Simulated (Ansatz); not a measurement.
Relaxed structures of CH$_{5}$AlN, doublet (PBE0-D4/def2-TZVP; forces vanish, vibrations not checked; lower isomers may exist, and structures with a doubtful reference or unclear bonds are left out; Å). Computed with Ansatz 0.2.0 (basis: def2-TZVPP); correlated methods freeze the cores; orbitals are unrestricted.

Question: Rank them by CCSD(T) energy, lowest first, and give each one's height above the lowest. Links in brackets join atoms within 1.22 times the sum of their covalent radii (1.1 for two metals). (To be estimated.)
A.
a complex of CH₃AlN ([CH]1[NH][AlH]1) + H₂
```
8
angstrom
N -0.7061 0.7182 -0.7293
C 0.2042 0.9224 0.1537
Al 0.3309 -0.9338 -0.4827
H 1.9145 -2.0488 1.9972
H -1.3757 1.4319 -1.0130
H 0.3212 1.8902 0.6508
H 2.5664 -1.7270 1.8244
H -0.4595 -2.0240 0.3893
```
B.
CH₅AlN ([NH2][C][AlH3])
```
8
angstrom
N -0.9258 0.7681 -0.5379
C 0.2367 0.2951 -0.3368
Al 1.0001 -1.5202 0.3014
H -1.7590 0.1990 -0.3755
H -1.0886 1.7179 -0.8644
H 1.8436 -2.0214 -0.9611
H 1.7624 -1.1405 1.6544
H -0.4921 -2.1439 0.4646
```
C.
CH₅AlN ([NH2][CH][AlH2])
```
8
angstrom
N -0.9886 0.8801 -0.5692
C 0.1629 0.5698 0.0743
Al 0.8261 -1.1725 0.4875
H -1.6104 0.1603 -0.8924
H -1.2686 1.8279 -0.7493
H 0.7221 1.4607 0.3583
H 2.2085 -1.3027 1.2533
H -0.0519 -2.4237 0.0375
```

Answer: Computed: C (0.00 kcal/mol), A (27.00 kcal/mol), B (38.53 kcal/mol). Heights count from the lowest.

No T1 diagnostic of these runs exceeds 0.019. ⟨S²⟩ of the unrestricted Hartree–Fock references: 0.76 to 0.77 (a pure state has 0.75).

For scale, one of the runs: CCSD(T)/def2-TZVPP, 174 basis functions, launched by `ansatz run in.yaml --threads 2 --pin off --events-out ev --progress --plain --max-ram 4352MiB`. Time: 97 s of wall clock on 2 CPU threads of an Intel Xeon 6975P-C; the host was shared. Peak host memory: 1.6 GiB.
